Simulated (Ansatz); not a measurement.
Reaction (SMILES): C1CC=1 → 3 C atom + 4 H atom
B3LYP-D3(BJ)/def2-TZVP geometries, fixed; electronic energies without zero-point terms.

Effect of a fitting basis named in the input at MP2/def2-TZVPP with Ansatz (a quantum-chemistry and plane-wave program), against the last row, where the atomisation energy is 677.07 kcal/mol. Cores are frozen. Open shells are unrestricted. The default fits or decomposes integrals by the program's own choice; accuracy: high also tightens integrals, grids and stops.

| setting | largest shift of a total energy (mEh) | shift of the atomisation energy (kcal/mol) |
|---|---|---|
| fitting: def2-universal-jkfit and def2-SVP-RIFIT | -1.055 | -0.867 |
| fitting: def2-universal-jkfit and cc-pVDZ-RIFIT | -0.545 | -0.882 |
| fitting: def2-universal-jkfit and cc-pVTZ-RIFIT | 0.158 | -0.068 |
| fitting: def2-universal-jkfit and aug-cc-pVTZ-RIFIT | 0.125 | -0.052 |
| fitting: def2-universal-jkfit and cc-pVQZ-RIFIT | 0.113 | -0.038 |
| fitting: def2-universal-jkfit and aug-cc-pVQZ-RIFIT | 0.097 | -0.031 |
| accuracy: high | -0.001 | 0.000 |
| accuracy: medium (default) | 0.000 | 0.000 |

Within 0.1 kcal/mol in the atomisation energy: fitting: def2-universal-jkfit and cc-pVTZ-RIFIT; fitting: def2-universal-jkfit and aug-cc-pVTZ-RIFIT; fitting: def2-universal-jkfit and cc-pVQZ-RIFIT; fitting: def2-universal-jkfit and aug-cc-pVQZ-RIFIT; accuracy: high. The largest shift is 1.055 mEh in a total energy and 0.882 kcal/mol in the difference.
